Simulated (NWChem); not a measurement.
System: SiH₂, triplet; SMILES of the neutral closed-shell parent [SiH2]

NWChem printed, in part:

```
             Northwest Computational Chemistry Package (NWChem) 7.3.0
             --------------------------------------------------------

                             Geometry "geometry" -> ""
                             -------------------------

 Output coordinates in angstroms (scale by  1.889725989 to convert to a.u.)

  No.       Tag          Charge          X              Y              Z
 ---- ---------------- ---------- -------------- -------------- --------------
    1 Si                  14.0000     0.00000000     0.00000000     0.13841500
    2 H                    1.0000     1.29830300     0.00000000    -0.62520200
    3 H                    1.0000    -1.29830300     0.00000000    -0.62520200

 Effective nuclear repulsion energy (a.u.)      10.0409732177

  pbe96 is a nonlocal functional; adding pw91lda local functional.

                                 NWChem DFT Module
                                 -----------------

 Summary of "ao basis" -> "ao basis" (spherical)
 ------------------------------------------------------------------------------
       Tag                 Description            Shells   Functions and Types
 ---------------- ------------------------------  ------  ---------------------
 Si                          6-31g*                  8       18   4s3p1d
 H                           6-31g*                  2        2   2s

 in cosmo_initialize ...
 calling solv_data for solv:propnol2

 solvent parameters
 solvname_short: propnol2
 solvname_long:  2-propanol
 dielec:       19.2640
 dielecinf:     1.8978
 nonaqueous SMD model solvent descriptors
 dielec:       19.2640
 sola:          0.3300
 solb:          0.5600
 solc:          0.0000
 solg:         30.1300
 solh:          0.0000
 soln:          1.3776

          ---------------
          -cosmo- solvent
          ---------------
 Cosmo: York-Karplus, doi: 10.1021/jp992097l
 dielectric constant -eps-     =  19.26
 screen = (eps-1)/(eps    )    =   0.94809
 surface charge correction     = lagrangian

   van der Waals surface
 --------------------------

 ---------- ATOMIC COORDINATES (A.U.) ------------ VDWR(ANG.) --
     1    0.00000000    0.00000000    0.26156642     2.470
     2    2.45343692    0.00000000   -1.18146047     1.200
     3   -2.45343692    0.00000000   -1.18146047     1.200
 number of segments per atom =        128
 number of   points per atom =        128
 atom (   nspa,  nppa )
 ----------------------
    1 (    124,     0 )       0
    2 (     32,     0 )       0
    3 (     32,     0 )       0
 number of -cosmo- surface points =      188
 molecular surface =     78.082 angstrom**2
 molecular volume  =     62.848 angstrom**3
 -lineq- algorithm             =   0
 -bem- low  level              =   3
 -bem- from -octahedral-
 gaussian surface charge width =   4.50000
 degree of switching           =   1.00000
 switching function tolerance  =   0.00010
 atomic radii =
 --------------
    1 14.000  2.470
    2  1.000  1.200
    3  1.000  1.200
 ...... end of -cosmo- initialization ......

 nat:                     3
 ixmem:                   608
 calling mnsol_interface()
 G(SMD-CDS) energy (kcal/mol)  =    -0.650
 SMD-CDS SASA (angstrom**2)    =    84.825

            General Information
            -------------------
          SCF calculation type: DFT
          Wavefunction type:  spin polarized.
          No. of atoms     :     3
          No. of electrons :    16
           Alpha electrons :     9
            Beta electrons :     7
          Charge           :     0
          Spin multiplicity:     3
          Use of symmetry is: off; symmetry adaption is: off
          Maximum number of iterations: 150
          AO basis - number of functions:    22
                     number of shells:    12
          Convergence on energy requested:  1.00D-06
          Convergence on density requested:  1.00D-05
          Convergence on gradient requested:  5.00D-04

[...]

                                COSMO-SMD solvation results
                                ---------------------------

             internal energy in gas <Psi(g)|H|Psi(g)> =      -290.403448666958
         internal energy in solvent <Psi(s)|H|Psi(s)> =      -290.403397740717
                               delta internal energy  =         0.000050926241 (    0.03 kcal/mol)
   total free energy in solvent <Psi(s)|H+V/2|Psi(s)> =      -290.404036279087
 polarization energy contribution <Psi(s)|V/2|Psi(s)> =        -0.000638538370 (   -0.40 kcal/mol)
    total free energy in solvent including G(SMD-CDS) =      -290.405071822735
                       G(SMD-CDS) energy contribution =        -0.001035543648 (   -0.65 kcal/mol)
     1 M fixed-concentration free energy of solvation =        -0.001623155777 (   -1.02 kcal/mol)

                    DFT Final Alpha Molecular Orbital Analysis
                    ------------------------------------------

 Vector    7  Occ=1.000000D+00  E=-3.349515D-01
              MO Center= -1.9D-09,  4.1D-11, -3.7D-01, r^2= 2.2D+00
   Bfn.  Coefficient  Atom+Function         Bfn.  Coefficient  Atom+Function
  ----- ------------  ---------------      ----- ------------  ---------------
     7      0.424039  1 Si px                20      0.248410  2 H  s
    22     -0.248410  3 H  s                 19      0.245008  2 H  s
    21     -0.245008  3 H  s                  3     -0.175876  1 Si px
    11      0.090402  1 Si px                17      0.065003  1 Si d  1

 Vector    8  Occ=1.000000D+00  E=-2.302120D-01
              MO Center=  1.4D-09, -3.4D-09,  4.0D-01, r^2= 2.2D+00
   Bfn.  Coefficient  Atom+Function         Bfn.  Coefficient  Atom+Function
  ----- ------------  ---------------      ----- ------------  ---------------
     9      0.532545  1 Si pz                10      0.317042  1 Si s
     6      0.288779  1 Si s                 13      0.271625  1 Si pz
    20     -0.213725  2 H  s                 22     -0.213725  3 H  s
     5     -0.202750  1 Si pz                19     -0.146989  2 H  s
    21     -0.146989  3 H  s                  2     -0.115639  1 Si s

 Vector    9  Occ=1.000000D+00  E=-1.732838D-01
              MO Center=  1.3D-11,  5.1D-09,  1.4D-01, r^2= 2.4D+00
   Bfn.  Coefficient  Atom+Function         Bfn.  Coefficient  Atom+Function
  ----- ------------  ---------------      ----- ------------  ---------------
     8      0.634603  1 Si py                12      0.484947  1 Si py
     4     -0.233209  1 Si py

 Vector   10  Occ=0.000000D+00  E= 8.968813D-03
              MO Center= -1.2D-09,  9.5D-10, -4.8D-01, r^2= 3.1D+00
   Bfn.  Coefficient  Atom+Function         Bfn.  Coefficient  Atom+Function
  ----- ------------  ---------------      ----- ------------  ---------------
    10      0.972200  1 Si s                 20     -0.959162  2 H  s
    22     -0.959162  3 H  s                 13     -0.815097  1 Si pz
     6      0.399764  1 Si s                  9     -0.333944  1 Si pz
    19     -0.187865  2 H  s                 21     -0.187865  3 H  s
    18     -0.156073  1 Si d  2               2     -0.128804  1 Si s

 Vector   11  Occ=0.000000D+00  E= 2.770851D-02
              MO Center=  2.1D-09,  2.6D-11,  5.0D-01, r^2= 3.8D+00
   Bfn.  Coefficient  Atom+Function         Bfn.  Coefficient  Atom+Function
  ----- ------------  ---------------      ----- ------------  ---------------
    11      1.328260  1 Si px                20     -0.976698  2 H  s
    22      0.976698  3 H  s                  7      0.405525  1 Si px
    17     -0.176541  1 Si d  1              19     -0.139132  2 H  s
    21      0.139132  3 H  s                  3     -0.119903  1 Si px

 Vector   12  Occ=0.000000D+00  E= 1.325451D-01
              MO Center= -3.8D-09,  8.7D-09, -2.3D-01, r^2= 4.3D+00
   Bfn.  Coefficient  Atom+Function         Bfn.  Coefficient  Atom+Function
  ----- ------------  ---------------      ----- ------------  ---------------
    10      2.117217  1 Si s                  6     -1.687367  1 Si s
    13     -0.356611  1 Si pz                20     -0.278824  2 H  s
    22     -0.278824  3 H  s                  9      0.138261  1 Si pz
    18     -0.072949  1 Si d  2               1     -0.063215  1 Si s
     2      0.055034  1 Si s                 19     -0.037702  2 H  s

                     DFT Final Beta Molecular Orbital Analysis
                     -----------------------------------------

 Vector    5  Occ=1.000000D+00  E=-3.474185D+00
              MO Center= -3.6D-13, -6.1D-12,  1.4D-01, r^2= 1.0D-01
   Bfn.  Coefficient  Atom+Function         Bfn.  Coefficient  Atom+Function
  ----- ------------  ---------------      ----- ------------  ---------------
     4      0.991460  1 Si py                 8      0.031742  1 Si py

 Vector    6  Occ=1.000000D+00  E=-4.413844D-01
              MO Center= -8.0D-10, -1.5D-09, -2.8D-01, r^2= 1.7D+00
   Bfn.  Coefficient  Atom+Function         Bfn.  Coefficient  Atom+Function
  ----- ------------  ---------------      ----- ------------  ---------------
     6      0.556820  1 Si s                  2     -0.268382  1 Si s
    10      0.177130  1 Si s                 19      0.176333  2 H  s
    21      0.176333  3 H  s                 20      0.138537  2 H  s
    22      0.138537  3 H  s                  9     -0.123823  1 Si pz
     1      0.057894  1 Si s                 18      0.054513  1 Si d  2

 Vector    7  Occ=1.000000D+00  E=-3.187875D-01
              MO Center=  3.3D-11,  1.4D-11, -3.9D-01, r^2= 2.2D+00
   Bfn.  Coefficient  Atom+Function         Bfn.  Coefficient  Atom+Function
  ----- ------------  ---------------      ----- ------------  ---------------
     7      0.406611  1 Si px                20      0.266389  2 H  s
    22     -0.266389  3 H  s                 19      0.248084  2 H  s
    21     -0.248084  3 H  s                  3     -0.171025  1 Si px
    17      0.075330  1 Si d  1              11      0.072687  1 Si px

[...]
```

Level: PBE/6-31G* (spherical d), spin-unrestricted, SMD on the gas-phase geometry. In the optimisation the excess spin sits in a1 and b2 (C2v, its own frame). Structure relaxed at the PBE-D3(BJ)/def2-SVP, spin-unrestricted level. The spin multiplicity was typed, not searched, and may not be the lowest. No stability test was run on the SCF state. Solvent: 2-propanol.

Q: Which NWChem input produces such a log?

A: One answer among several that fit: the input that was run:
```
start job
memory heap 200 mb stack 900 mb global 1100 mb
geometry units angstroms noautosym nocenter noautoz
  Si     0.000000     0.000000     0.138415
  H      1.298303     0.000000    -0.625202
  H     -1.298303     0.000000    -0.625202
end
basis spherical
  * library 6-31g*
end
dft
  odft
  mult 3
  xc xpbe96 cpbe96
  iterations 150
end
cosmo
  do_cosmo_smd true
  solvent propnol2
end
task dft energy
```
